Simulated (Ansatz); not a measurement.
Energy needed to pull apart CH₄OSi (SMILES C[Si]O), closed shell, into free ground-state atoms, from the structure below (displaced at random from a GFN2-xTB minimum); no zero-point or spin–orbit terms; open-shell atoms are treated unrestricted, in their ground-state multiplicity.

| atom | x (Å) | y (Å) | z (Å) |
| --- | --- | --- | --- |
| C1 | -0.6115 | 0.4758 | -0.3650 |
| Si2 | 1.2033 | 0.0428 | -0.8230 |
| O3 | 1.6821 | -1.0129 | 0.3945 |
| H4 | -1.3821 | -0.3961 | -0.5354 |
| H5 | -1.0258 | 1.3511 | -0.8577 |
| H6 | -0.7239 | 0.7748 | 0.7735 |
| H7 | 1.1193 | -1.2315 | 1.1970 |

Computed with Ansatz 0.2.0 (basis: def2-TZVPP); correlated methods freeze the cores.

| method | atomization energy (kJ/mol) |
| --- | --- |
| PBE-D4 | 2567 |
| r2SCAN-D4 | 2520 |
| PBE0-D4 | 2506 |
| HSE06-D4 | 2509 |
| LC-wPBE | ? |
| wB97M-V | ? |
| HF | 1801 |
| MP2 | 2492 |
| CCSD | 2423 |
| CCSD(T) | 2461 |

Problem. What does LC-wPBE give? (To be estimated.)

Solution. The calculation gives: 2495 kJ/mol, which is about 34 kJ/mol more than CCSD(T)/def2-TZVPP.

Problem. What does wB97M-V give? (To be estimated.)

Solution. The calculation gives: 2540 kJ/mol, which is about 79 kJ/mol more than CCSD(T)/def2-TZVPP.

In triple zeta the MP2 and coupled-cluster atomization energies are still short of their basis limit by a few kcal/mol a bond, whereas those of the functionals are nearly converged, so these differences are not deviations from converged CCSD(T).

No T1 diagnostic of these runs exceeds 0.015. The restricted Hartree–Fock reference is unstable towards an unrestricted one here.

For scale, one of the runs: CCSD(T)/def2-TZVPP forces, 160 basis functions (an equivalent command: `ansatz run in.yaml --threads 4`). Hardware: 4 CPU threads, shared host. Wall time 53 s; peak host memory 2.2 GiB.
